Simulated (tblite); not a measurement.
C₄H₇N₂ (doublet state).
Cartesian coordinates in Å at the GFN2-xTB level; atoms count from 1:
```
atom  x, y, z in Å
C1    -2.3610   -0.2656    0.5665
C2    -1.0691   -0.3492    0.2918
C3    -0.1452    0.8019    0.3894
N4    -0.3807    1.8787    0.9235
C5     1.2179    0.4997   -0.2909
N6     1.7219   -0.7680    0.1705
H7    -2.8117    0.6626    0.8753
H8    -3.0082   -1.1235    0.4869
H9    -0.5946   -1.2701   -0.0161
H10    1.8787    1.3536   -0.0953
H11    1.0187    0.4404   -1.3648
H12    2.1343   -0.6900    1.0919
H13    2.3948   -1.1700   -0.4681
```

Computed values, GFN2-xTB/tblite, gas phase, harmonic and unscaled. This tight-binding method is rough: wavenumbers can miss measured ones by several per cent, in bad cases by 10 to 20. One conformer, not necessarily the lowest. Open shells enter through the occupations alone, without spin polarisation, and single modes of such species can be off by tens of per cent.

Harmonic wavenumbers (cm⁻¹): 46.3, 72.4, 195.5, 209.6, 311.0, 361.7, 425.9, 543.7, 685.4, 754.3, 843.6, 882.3, 893.1, 985.7, 1008.6, 1063.4, 1088.5, 1122.4, 1247.2, 1254.4, 1302.3, 1379.1, 1448.6, 1537.0, 1654.9, 1787.3, 2894.6, 2956.5, 3070.3, 3097.6, 3131.9, 3414.8, 3449.9.

A = 6149, B = 2692, C = 2000 MHz; mass 83.061 u (most abundant isotopes); point group C1, symmetry number 1; spin multiplicity 2.

**Question.** What is the zero-point energy?

**Answer.** ½Σν̃ = 22560 cm⁻¹ = 64.50 kcal/mol.

**Question.** What is S at 200 K and 1 bar for an ideal gas of classical rigid rotors and harmonic oscillators?

**Answer.** Translation 37.21, rotation 25.49, vibration 12.50, spin (R ln 2) 1.38: S = 76.6 cal/(mol K).

**Question.** And Cp and H(200 K) − H(0)?

**Answer.** Cp = 20.72 cal/(mol K), of which vibrations give 12.77 (their classical limit is 33 R = 65.6); H(200 K) − H(0) = 2.91 kcal/mol without the zero-point energy, 1.32 from vibrations.

**Question.** What must be added to the electronic energy to get the Gibbs energy at 200 K and 1 bar?

**Answer.** ZPE + [H(200 K) − H(0)] − T·S = 64.50 + 2.91 − 15.31 = 52.10 kcal/mol.

**Question.** How do the functions run with temperature in this model?

**Answer.** 
```tsv
T (K)	S (cal/(mol K))	Cp (cal/(mol K))	H − H(0) (kcal/mol)	G − H(0) (kcal/mol)	ln q(vib)
50	55.5	11.5	0.48	-2.30	0.45
100	64.5	14.7	1.13	-5.32	1.29
298.15	86.0	27.0	5.25	-20.39	4.58
373.15	92.6	31.8	7.45	-27.09	5.80
500	102.9	38.8	11.94	-39.50	7.85
750	120.6	48.6	22.96	-67.51	11.77
1000	135.5	55.1	35.97	-99.58	15.43
```

q(vib) and H(0) count from the zero-point level.

**Question.** Which modes carry the vibrational entropy at 200 K?

**Answer.** 46.3 cm⁻¹: 4.18; 72.4 cm⁻¹: 3.31; 195.5 cm⁻¹: 1.47; 209.6 cm⁻¹: 1.35; 311.0 cm⁻¹: 0.76; 361.7 cm⁻¹: 0.57 cal/(mol K); the other 27 give 0.87 together.

Hindered rotation and anharmonicity are outside this model. Other conformers, if any are populated, would add a mixing term that is left out. The structure is chiral; the term R ln 2 for an equal mix with its mirror image is left out.
